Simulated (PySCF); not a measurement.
**Spin-rotation constants: [S4]2+, charge +2**

Geometry (Å), atoms numbered from 1 in this order:
```xyz
4

S    -0.731   -0.795   -0.968
S     1.248   -0.368   -0.640
S     0.731    0.795    0.968
S    -1.248    0.367    0.640
```

Total charge +2.

Method: GIAO PW91/def2-SVP magnetisability, rotational g tensor and spin-rotation constants, non-relativistic, gas phase in PySCF. Geometry: GFN2-xTB.

For an ion the centre-of-mass motion in the field is neglected.

Give the nuclear spin-rotation constants along the inertial axes (H = +C I·J) beside the isotropic shieldings.

Rotational constants 3.7590, 3.7579, 1.8792 GHz. A star marks the isotopologue with that one atom substituted, in its own axes.
| atom | isotope | Caa (kHz) | Cbb (kHz) | Ccc (kHz) | mean (kHz) | σ (ppm) |
| --- | --- | --- | --- | --- | --- | --- |
| S1 | 33S* | 2.846 | 3.007 | 0.563 | 2.139 | -293.7 |

Where two moments of inertia are equal or nearly so, the constants along those axes are given as their average.
For the geometry as given, no vibrational averaging.
